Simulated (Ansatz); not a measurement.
**CH₆N₂: basis-set convergence**

The task here is to estimate one member of a computed series from the others.

Method: one geometry, several basis sets; program: Ansatz 0.2.0, Gaussian basis.

The runs, in order: PBE0-D4/def2-SVP; ωB97M-V/def2-SVP; PBE0-D4/def2-QZVPP; ωB97M-V/def2-QZVPP; the functionals' def2-TZVPP values are taken from earlier runs.

1 further run of the same task is left out (it didn't finish).

**Structure used throughout**

All runs share one geometry, relaxed beforehand with PBE0-D4 in a triple-zeta def2 set.

SMILES `NCN`, 9 atoms, charge 0, spin multiplicity 1.

Atoms are counted from 1 here; the program's logs count them from 0.

Bond lengths: N1–C2 1.440 Å, N1–H4 1.014 Å, N1–H5 1.012 Å, C2–N3 1.459 Å, C2–H6 1.099 Å, C2–H7 1.094 Å, N3–H8 1.013 Å, N3–H9 1.014 Å. Angles: C2–N1–H4 109.4°, C2–N1–H5 110.9°, H4–N1–H5 107.1°, N1–C2–N3 113.7°, N1–C2–H6 107.1°, N1–C2–H7 108.4°, N3–C2–H6 113.6°, N3–C2–H7 106.9°, H6–C2–H7 106.8°, C2–N3–H8 110.9°, C2–N3–H9 110.8°, H8–N3–H9 107.1°.

Set-up of the first run:

File in.yaml:

```yaml
crystal:
  periodic: [false, false, false]
  atoms:
    - {symbol: N, position_ang: [-0.694151, 0.647090, -0.938122]}
    - {symbol: C, position_ang: [0.450392, 0.161483, -0.212026]}
    - {symbol: N, position_ang: [0.127022, -0.867808, 0.769902]}
    - {symbol: H, position_ang: [-1.240224, -0.139090, -1.271556]}
    - {symbol: H, position_ang: [-1.297122, 1.195312, -0.337289]}
    - {symbol: H, position_ang: [0.955841, 1.037452, 0.218311]}
    - {symbol: H, position_ang: [1.147825, -0.287482, -0.925413]}
    - {symbol: H, position_ang: [0.966534, -1.330393, 1.098885]}
    - {symbol: H, position_ang: [-0.327619, -0.462866, 1.580209]}
basis:
  gaussian: {orbitals: def2-SVP}
hamiltonian: {xc: pbe0, dispersion: d4}
output: {orbitals: {seedname: orbitals}}
```

On the command line:

```sh
> ansatz run in.yaml --threads 2 --pin off --events-out ev --progress --plain --max-ram 4352MiB
```

Among the steps run: PBE0-D4 in def2-SVP; ωB97M-V in def2-SVP; PBE0-D4 in def2-QZVPP; ωB97M-V in def2-QZVPP.

One of the session's tables, all rows but one given; the rest of the session is left out.

It belongs to the step «Density functionals: the series». 

| functional | basis | HOMO (eV) | LUMO (eV) |
| --- | --- | --- | --- |
| PBE0-D4 | def2-SVP | -6.56 | 1.81 |
| PBE0-D4 | def2-TZVPP | ? | ? |
| PBE0-D4 | def2-QZVPP | -6.96 | 0.58 |
| ωB97M-V | def2-SVP | -8.99 | 3.44 |
| ωB97M-V | def2-TZVPP | -9.32 | 2.37 |
| ωB97M-V | def2-QZVPP | -9.38 | 1.76 |

Q: Estimate the row for PBE0-D4, def2-TZVPP from the others.

As computed: HOMO (eV): -6.89; LUMO (eV): 0.99. In the column «HOMO (eV)» it lies between PBE0-D4, def2-QZVPP (-6.96) and PBE0-D4, def2-SVP (-6.56).
